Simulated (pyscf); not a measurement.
Single points on ωB97X-D3(BJ)/def2-SVP structures (PySCF, gas phase).

Question: Estimate the classical barrier height and the reaction energy of H₂C=CH–SiH₃ + methyl (CH₃•) → H₃C–CH₂–CH•–SiH₃ at PBE0-D3(BJ)/def2-TZVP. The step runs on the doublet surface, breaks none and forms C–C; take the separated reactants as zero.

Answer: ΔE‡ = 7.8 kJ/mol, ΔE = -145.6 kJ/mol. ωB97M-D3(BJ)/def2-TZVP gives 17.7 kJ/mol and -128.8 kJ/mol. Zero-point energy shifts the barrier by +8.8 kJ/mol. It is an addition, with an imaginary mode of 410i cm⁻¹. H₃C–CH₂–CH•–SiH₃ lies 114.7 kJ/mol over its isomer H₃C–Si•(CH₃)–CH₃, and others may lie lower still (electronic energy, ωB97M-D3(BJ)). One saddle was located; it need not be the lowest between these sides.
